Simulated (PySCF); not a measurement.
# Solvent effects on NMR parameters

Bonds (- single, = double, # triple, : aromatic): C1-P2, P2-C3, C3-P4, P2-C5, C5-P6. C1 carries H7, H8, H9; C3 carries H10, H11; P4 carries H12, H13; C5 carries H14, H15; P6 carries H16, H17.

GIAO PBE0/pcSseg-1 in PySCF on one PBE0-D3(BJ)/def2-SVP conformer, non-relativistic, equivalent nuclei averaged. Solvents enter as an IEF-PCM continuum (benzene with ε = 2.3, dichloromethane with ε = 8.9) around the gas-phase geometry. Shifts are referred to TMS computed in the same medium.

Gas phase, δ in ppm: C3/C5 20.6, C1 13.5, H12/H13/H16/H17 3.08, H10/H11/H14/H15 1.16, H7/H8/H9 1.11. Dipole moment 1.25 D.

(1) How does each δ change in the continuum?

(2) Which nuclei move most (in ppm), and what does the model miss?

## Answers

(1) 
```
          atoms                              environment  Δδ, benzene  Δδ, dichloromethane
          C3/C5                    sp3 CH2 bonded to 2 P         -0.2                 -0.5
             C1                methyl carbon bonded to P          0.0                 -0.1
H12/H13/H16/H17     hydrogen on a phosphorus bonded to C        +0.05                +0.09
H10/H11/H14/H15     hydrogen on an sp3 CH2 bonded to 2 P        +0.10                +0.21
       H7/H8/H9  hydrogen on a methyl carbon bonded to P        +0.03                +0.05
```

Changes are relative to the gas phase. The dipole moment becomes 1.49 D in benzene, 1.78 D in dichloromethane.

(2) C3/C5 (sp3 CH2 bonded to 2 P, -0.5 ppm) in dichloromethane. A continuum only polarises the solute; specific hydrogen bonds, the anisotropy of aromatic solvents and changes of geometry or conformer are outside it.
